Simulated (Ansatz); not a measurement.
CH3O, doublet: the ladder up to full CI

Geometry: MP2(full)/6-31G*, from the G2/97 set.

```csv
atom,x (Å),y (Å),z (Å)
C,0.7272,0.0561,-0.0740
O,-0.6323,-0.0992,0.0384
H,-1.0521,0.7667,-0.0872
H,1.1626,1.0017,0.2340
H,1.2609,-0.8617,0.1260
```

Basis STO-3G; Ansatz 0.2.0. Only valence electrons are correlated (noble-gas cores frozen), which leaves 13 electrons in 11 orbitals. Prefix R: restricted or restricted open-shell reference; prefix U: unrestricted. Active spaces: valence = (13e, 11o) chosen from the atoms' valence shells.

Full CI is exact within this basis and frozen core; it isn't the basis-set limit. The frozen core follows each run's orbitals, which can shift R against U totals by a few meV.

For open shells CISD and CISDTQ are restricted-active-space CI with the open shells as a complete middle space.

* UHF ⟨S²⟩: 0.759
* T1 diagnostic (RCCSD): 0.0189
* largest doubles amplitude (RCCSD): 0.058
* T1 diagnostic (UCCSD): 0.0174

| level | E − E(full CI) (kJ/mol) | share of correlation (%) | wall time |
| --- | --- | --- | --- |
| RHF | 280.7 | 0.00 | – |
| UHF | 274.5 | 2.22 | – |
| RMP2 | 78.6 | 72.01 | – |
| UMP2 | 77.2 | 72.51 | – |
| CISD | 14.5 | 94.85 | 0.18 s |
| RCCSD | 4.3 | 98.48 | – |
| UCCSD | 4.2 | 98.49 | – |
| RCCSD(T) | 1.1 | 99.61 | 0.21 s |
| UCCSD(T) | 1.1 | 99.60 | 0.16 s |
| BCCD(T) | 1.4 | 99.49 | 0.19 s |
| RCCSDT | 0.0 | 100.00 | – |
| UCCSDT | 0.0 | 100.00 | – |
| CISDTQ | 0.3 | 99.88 | 0.36 s |
| RCCSDT(Q) | 0.0 | 99.99 | 0.64 s |
| UCCSDT(Q) | 0.0 | 100.01 | 0.54 s |
| RCCSDTQ | 0.0 | 100.00 | 16 s |
| UCCSDTQ | 0.0 | 100.01 | 16 s |

The correlation energy at full CI, counted from RHF, is -2.910 eV. That run took 0.63 s on 1 thread of AMD EPYC 7R13, shared host over 152,460 determinants.

Run but not shown, since their state or frozen core can't be matched to the reference's or they repeat it: CASSCF (valence space), NEVPT2 (valence space), MRCISD (valence space), MRCISD+Q (valence space).

Times hold each run's SCF and search for its determinant on a shared host, so for small cases they say little of a method's own cost; they ran on 1 thread of AMD EPYC 7R13.

The full-CI state has the irrep A of C1, in the program's axes.

Natural occupations of full CI about the gap: 1.981 1.977 1.973 1.968 1.011 0.034 0.028 0.023 0.021; effectively unpaired electrons, Σ n²(2−n)², 1.02.

Atomization energy (electronic, same basis, no zero-point term; atoms at the same level, unrestricted beside the R rows where the molecule is a closed shell, with restricted open-shell steps beyond CCSDT(Q)) at full CI: 1566.9 kJ/mol. Errors of other levels:

```csv
level,error (kJ/mol)
RHF,-227.6
UHF,-221.4
RMP2,-51.3
UMP2,-49.9
CISD,-14.5
RCCSD,-4.3
UCCSD,-4.2
RCCSD(T),-1.1
UCCSD(T),-1.1
BCCD(T),-1.4
RCCSDT,0.0
UCCSDT,0.0
CISDTQ,-0.3
RCCSDT(Q),0.0
UCCSDT(Q),0.0
RCCSDTQ,0.0
UCCSDTQ,0.0
```

This basis is far from its limit, so the value isn't to be set against a measured one. Truncated CI isn't size-consistent, which counts against it in atomization.
